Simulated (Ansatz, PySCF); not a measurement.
# How the smallest direct gap on the k points sampled of zinc-blende AlP moves with the method

No measured value is used here.

```csv
level (code),value (eV),cell (Å³/atom)
LDA (Ansatz),3.09,20.38
PBE (Ansatz),3.29,20.38
PBE-D4 (Ansatz),3.35,20.26
HSE06 (Ansatz),4.23,20.38
evGW@PBE (PySCF),___,20.38
```

Problem. What belongs in the gaps?

Solution. 
- evGW@PBE (PySCF), value (eV): 4.57 ± 0.1

At these levels the smallest gap is indirect and lower: LDA 1.45, PBE 1.59, PBE-D4 1.57, HSE06 2.27, evGW@PBE 2.86 eV. Computed values are for a static lattice.  A ± on a computed value is a rough bar: the spread of its extrapolation, a floor set from checks against published values, or a statistical error. Values are at the measured cell; PBE-D4 at the level's own relaxed cell. Cutoffs and k meshes differ between the levels. Ansatz's density-functional and Hartree–Fock values are scalar-relativistic unless marked +SOC, with PAW data made under PBE.

Ansatz is an electronic-structure program.
